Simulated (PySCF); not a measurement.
## LiP⁻: energy against distance

Set-up: basis Li aug-cc-pVDZ-DK, P aug-cc-pVDZ-DK; spin-free X2C with a Gaussian nucleus; PySCF 2.14. Energies in eV from Li + P⁻ in their ground configurations at the same level. State: ⁴Σ⁻ (quartet), unpaired electrons σ ↑, π ↑↑.

```csv
R (Å),PBE
2.114,-1.357
2.212,-1.514
2.311,-1.602
2.384,-1.634
2.458,-1.645
2.532,-1.639
2.630,-1.612
2.753,-1.556
2.900,-1.471
3.097,-1.346
```

Put a parabola through the three lowest points of the PBE curve and estimate Re, k and ωe (reduced mass 5.72 u; 1 eV/Å² = 0.16022 mdyn/Å; ωe = 1302.8·√(k/μ) cm⁻¹).

Through R = 2.384, 2.458, 2.532 Å the second-order coefficient is 1.55 eV/Å², so Re ≈ 2.469 Å, k ≈ 0.497 mdyn/Å and ωe ≈ 384 cm⁻¹. A polynomial fit of higher order to the unrounded PBE energies gives Re = 2.465 Å, k = 0.478 mdyn/Å, ωe = 377 cm⁻¹; anharmonicity and rounding make the difference.

The higher-order fit for each curve: PBE: Re = 2.465 Å, ωe = 377 cm⁻¹, De = 1.65 eV.

For an ion De counts to the pair picked by the measured ionisation energies or electron affinities, which need not be the lowest pair at this level. Counting both spins, an empty level lies below a filled one in this solution, because spin and occupation are held. The highest Kohn–Sham level is positive in this anion. Much of that is self-interaction error, but it also means that the finite basis helps to hold the extra electron. The state was picked by a PBE0 search and need not be the measured ground state.
